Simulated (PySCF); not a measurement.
## Continuum solvent and chemical shifts

Atoms are numbered as in `[CH2:1]=[C:2]=[C:3]([CH3:4])[CH:5]=[CH2:6]` (H(Xn): hydrogen on atom n). Ha(C6) is cis to C3; Hb(C6) is trans to C3.

GIAO PBE0/pcSseg-1 in PySCF 2.14 on one PBE0-D3(BJ)/def2-SVP conformer, non-relativistic, equivalent nuclei averaged. Solvents enter as an IEF-PCM continuum (benzene with ε = 2.3, chloroform with ε = 4.7) around the gas-phase geometry. Shifts are referred to TMS computed in the same medium.

In benzene, δ in ppm: C2 229.1, C5 144.5, C6 119.7, C3 106.1, C1 78.9, C4 16.5, H(C5) 6.54, Hb(C6) 5.36, Ha(C6) 5.28, H(C1) 5.19, H(C4) 1.85. Dipole moment 0.39 D.

Problem. How does each δ change in the more polar medium?

Solution. 
| atoms | environment | Δδ, chloroform |
| --- | --- | --- |
| C2 | central carbon of an allene | -0.1 |
| C5 | alkene CH | +0.2 |
| C6 | terminal =CH2 carbon | +0.7 |
| C3 | terminal carbon of a cumulated C=C=C unit | +0.3 |
| C1 | terminal carbon of a cumulated C=C=C unit | +0.4 |
| C4 | allylic methyl carbon | +0.2 |
| H(C5) | hydrogen on an alkene CH | +0.02 |
| Hb(C6) | hydrogen on a terminal =CH2 carbon | +0.06 |
| Ha(C6) | hydrogen on a terminal =CH2 carbon | +0.06 |
| H(C1) | hydrogen on a terminal carbon of a cumulated C=C=C unit | +0.06 |
| H(C4) | hydrogen on an allylic methyl carbon | +0.02 |

Changes are relative to benzene. The dipole moment becomes 0.41 D in chloroform.

Problem. Which nuclei move most (in ppm), and what does the model miss?

Solution. C6 (terminal =CH2 carbon, +0.7 ppm) in chloroform. A continuum only polarises the solute; specific hydrogen bonds, the anisotropy of aromatic solvents and changes of geometry or conformer are outside it.
